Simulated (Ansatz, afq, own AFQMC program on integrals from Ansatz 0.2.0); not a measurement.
## Atomization energy of H$_{2}$O, singlet

```xyz
3

O    -0.3102    0.2052   -0.1441
H     0.4673    0.5396    0.3147
H    -0.1570   -0.7448   -0.1706
```

Atoms in their ground-state spins without spin–orbit coupling (mostly on UHF) minus the molecule (RHF), without zero-point energy. The geometry is a stationary point, not shown to be a minimum.

Basis def2-TZVP. Only valence electrons are correlated. Ansatz 0.2.0 and our own AFQMC program on the same integrals; the CISD trial comes from CCSD amplitudes, and released means the phaseless constraint is let go. ± is one standard error of the sampling. The errors of all members are added in quadrature.

No full CI on the walks' own integrals is used here; CCSDTQ serves as the reference and is uncertain by about the last step of the cluster series. Each member takes its own surest rung, up to full CI.

The best estimate is CCSD(T) at the basis-set limit (CBS: def2-TZVPP and def2-QZVPP, with their diffuse functions for anions and beside diffuse sets, CCSD(T) itself extrapolated) plus the step from CCSD(T) to CCSDTQ in def2-TZVP. Rows without CBS are in def2-TZVP; B2PLYP and the wave-function rows carry a basis error of their own. Core correlation and relativity beyond core potentials are missing, and ± holds the sampling alone.

Cautions: other spins of the molecule weren't checked.

| level | atomization energy (kcal/mol) |
| --- | --- |
| r2SCAN | 226.6 |
| MP2 | 223.5 |
| PBE | 230.7 |

(1) From these cheaper values, estimate the atomization energy at the level of the best estimate.

(1) 233.3 kcal/mol (best estimate, highest rung CCSDTQ).

| level | atomization energy (kcal/mol) | error against the best estimate (kcal/mol) |
| --- | --- | --- |
| HF | 152.7 | -80.6 |
| CCSD | 217.2 | -16.1 |
| CCSD(T) | 219.8 | -13.5 |
| CCSDT | 219.6 | -13.6 |
| CCSDT(Q) | 219.8 | -13.4 |
| CCSDTQ | 219.8 | -13.5 |
| ph-AFQMC/CISD | 219.9 ± 0.08 | -13.4 ± 0.08 |
| released AFQMC | 220.0 ± 0.2 | -13.2 ± 0.2 |
| HF/CBS | 155.5 | -77.8 |
| MP2/CBS | 237.8 | 4.5 |
| CCSD(T)/CBS | 233.2 | 0.0 |
| PBE0 | 223.7 | -9.5 |
| B3LYP | 227.4 | -5.9 |
| wB97M-V | 228.5 | -4.8 |
| B2PLYP | 224.8 | -8.5 |

Correlation beyond CCSD(T) adds 0.0 kcal/mol. Going to the basis-set limit adds 13.5 kcal/mol at CCSD(T). The perturbative (T) step is worth +2.6 kcal/mol. The functionals spread over 7.0 kcal/mol; PBE comes nearest and PBE0 is 9.5 kcal/mol too low.

Best estimates are given only where the step beyond CCSD(T) is under 0.3 eV and no member's determinant is very poor (T1 over 0.05, or 0.07 for open shells, ⟨S²⟩ too high by 0.3, two states mixed), so the hardest cases are missing from such tables.

The functionals ran in a triple-zeta set and keep a basis error of their own, a few kJ/mol for each bond in atomization energies and more for double hybrids, so close places among them and the extrapolated levels can swap.

CCSDT and higher add their correlation energy to the determinant of the CCSD(T) run, since their own runs factorise the integrals more tightly (a shift of under 2 meV). Each member of a difference takes its own highest rung, so a best estimate needn't equal the limit plus the step of one row. A walk keeps the symmetry of its determinant, which the program's search chose and which needn't be the lowest solution, so a lower state of the same spin and another symmetry isn't excluded. Released energies are given only where the last usable release times agree within the noise; a slower fall can still hide under it.
